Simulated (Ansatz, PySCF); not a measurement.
Molecule: C2H4Cl, net charge 0, doublet state. It need not be the lowest isomer of its formula. 
Coordinates optimised at B3LYP-D3(BJ)/def2-TZVP (Ansatz, a quantum-chemistry and plane-wave program):
```
C
H 1 1.0854
H 1 1.0854 2 110.78
C 1 1.4545 2 113.91 3 -129.98
H 4 1.0807 1 120.31 2 -31.97
H 4 1.0807 5 118.26 1 167.92
Cl 1 1.8760 2 103.74 3 110.75
```
Charge 0, spin multiplicity 2.

Total electronic energies in hartree. Cores are frozen in the correlated levels unless marked. UHF or UKS for open shells. No spin-orbit coupling. Non-relativistic. CBS marks a two-point X^-3 extrapolation of the correlation energy; Hartree-Fock from the larger set. [CCSD(T)-MP2]/basis is that difference in the basis named.

```
level                                                                 program  energy (Eh)
-------------------------------------------------------------  --------------  -----------
HF/aug-cc-pV(D+d)Z                                                     Ansatz   -537.53524
HF/cc-pV(T+d)Z                                                         Ansatz   -537.56679
HF/cc-pwCVTZ                                                           Ansatz   -537.56747
RI-HF/cc-pV(T+d)Z                                                      Ansatz   -537.56672
BLYP-D3(BJ)/def2-TZVPD                                         Ansatz + dftd3   -538.76408
revPBE/def2-TZVPD                                                      Ansatz   -538.69504
TPSS/def2-TZVPD                                                         PySCF   -538.83978
r2SCAN-D3(BJ)/def2-TZVPD                                       Ansatz + dftd3   -538.72277
B3LYP/def2-TZVPD                                                       Ansatz   -538.82089
PBE0/STO-3G                                                            Ansatz   -532.56844
PBE0-D4/def2-TZVP                                              Ansatz + dftd4   -538.55188
r2SCAN0-D4/def2-TZVPD                                          Ansatz + dftd4   -538.71281
HSE06/def2-TZVPD                                                       Ansatz   -538.53735
CAM-B3LYP-D3(BJ)/def2-TZVPD                                    Ansatz + dftd3   -538.76889
CAM-B3LYP-D4/def2-TZVPD                                        Ansatz + dftd4   -538.76887
wB97M-V/def2-TZVPD                                                     Ansatz   -538.72616
MP2/STO-3G                                                             Ansatz   -531.75745
MP2/6-31G                                                              Ansatz   -537.65400
RI-MP2/aug-cc-pV(T+d)Z                                                 Ansatz   -538.08591
CCSD/cc-pV(D+d)Z                                                       Ansatz   -537.96863
CCSD/cc-pV(T+d)Z                                                       Ansatz   -538.11684
CCSD/cc-pwCVTZ                                                         Ansatz   -538.12377
RI-MP2/CBS(cc-pV(T+d)Z,cc-pV(Q+d)Z)+[CCSD(T)-MP2]/cc-pV(T+d)Z          Ansatz    -538.2167
```

Totals of different functionals don't rank their quality; only differences between species are comparable.
